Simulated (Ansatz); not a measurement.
# C2H5O (charge +1): molecular dynamics

Aim: follow the molecule's vibrations and see whether its bonds hold. The start is relaxed first. Runs: 300 steps of 0.5 fs at constant energy, with velocities drawn for 500 K. SMILES of the start: C[CH+]O.

Method: RKS PBE0/def2-SVP, in Ansatz 0.2.0.

## 1. The structure to begin with

Bond lengths: C1–C2 1.437 Å, C2–O3 1.254 Å, C1–H4 1.089 Å, C1–H5 1.098 Å, C1–H6 1.097 Å, C2–H7 1.096 Å, O3–H8 0.981 Å. Angles: C1–C2–O3 120.8°, C1–C2–H7 118.3°, O3–C2–H7 120.9°, C2–C1–H4 112.7°, C2–C1–H5 109.7°, C2–C1–H6 109.7°, H4–C1–H5 110.8°, H4–C1–H6 110.8°, H5–C1–H6 102.5°, C2–O3–H8 119.8°.

As a file:

```xyz
8

C    -0.3284    0.6461   -0.5829
C     0.2785   -0.2047    0.4033
O     0.0378   -1.4352    0.4254
H    -0.9831    0.1024   -1.2620
H     0.4506    1.1839   -1.1386
H    -0.8712    1.4599   -0.0854
H     0.9563    0.2496    1.1346
H     0.4595   -2.0019    1.1056
```

## 2. Preparing the start

File input.yaml:

```yaml
crystal:
  periodic: [false, false, false]
  atoms:
    - { symbol: C, position_ang: [-0.32842, 0.6461, -0.58292] }
    - { symbol: C, position_ang: [0.27851, -0.20472, 0.40334] }
    - { symbol: O, position_ang: [0.03783, -1.43521, 0.42541] }
    - { symbol: H, position_ang: [-0.98306, 0.10243, -1.26205] }
    - { symbol: H, position_ang: [0.45055, 1.18388, -1.1386] }
    - { symbol: H, position_ang: [-0.87124, 1.45986, -0.08539] }
    - { symbol: H, position_ang: [0.95633, 0.24959, 1.13464] }
    - { symbol: H, position_ang: [0.4595, -2.00193, 1.10557] }
total_charge: 1
basis:
  gaussian: { orbitals: def2-SVP }
hamiltonian:
  xc: pbe0
relax:
  f_tol: 0.02
  max_steps: 40
scf:
  lower_state_search: "off"
```

Launch:

```sh
> ansatz run input.yaml --threads 1 --pin off --max-ram 2048MiB --backend cpu --events-out ev --progress --plain --runs-dir out
```

After this run come: Dynamics.

**Question.** What will these runs give? Wanted: relaxation of the start; temperature, first and last step; temperature, second half; potential energy, second half; largest change of the total energy; bonds formed or broken.

**Answer**, as computed:

| quantity | value |
| --- | --- |
| relaxation of the start | 4 moves, 0.033 eV lower |
| length | 300 steps of 0.5 fs |
| temperature, first and last step | 500 and 286 K |
| temperature, second half | mean 249 K, from 101 to 414 K |
| potential energy, second half | +25 meV/atom from the start |
| largest change of the total energy | 0.45 meV/atom |
| bonds formed or broken | 0 |

In words: The temperature starts at 500 K and averages 249 K in the second half, where it ranges from 101 to 414 K; a mean near half the start is what vibrations about a minimum give, since they share energy equally between motion and strain. The total energy strays from its start by at most 0.45 meV/atom, 1.9 % of the mean kinetic energy, so a step of 0.5 fs is short enough over this time. The bonding pattern survives the run. A run of 150 fs with 8 atoms shows the motion but fixes no equilibrium value. The nuclei move classically, without zero-point motion, which matters most for hydrogen.
